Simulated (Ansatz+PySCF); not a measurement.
The numbers below are computed, except where a source is named.
A run of PySCF 2.14.0 on doublet HO₃ at this shape:

```xyz
4

H     0.0000    0.2070   -1.4083
O     0.0000   -0.4695   -0.7095
O     0.0000    0.4725    0.5167
O     0.0000   -0.2100    1.6012
```

Its results:

```
Converged                       : yes
Reference energy                : -225.01803 hartree
Correlation energy              : -0.69683 hartree
Total energy                    : -225.71486 hartree
Spin squared of the determinant : 0.769
```

Q: Which input gives this output? Name the method, the orbitals and the basis set, and write the input.

A: UHF-MP2 in cc-pVTZ.

```python
from pyscf import gto, scf, mp

mol = gto.M(atom="""
H 0.000000 0.207020 -1.408350
O 0.000000 -0.469470 -0.709480
O 0.000000 0.472480 0.516650
O 0.000000 -0.210040 1.601180
""", basis='cc-pvtz', charge=0, spin=1)
mf = scf.UHF(mol)
mf.kernel()
pt = mp.MP2(mf, frozen=3).run()
print(mf.e_tot, pt.e_corr, pt.e_tot)
```

The reference isn't the lowest determinant (another lies 0.23 eV lower), but the same method gives a higher total on the lower determinant.
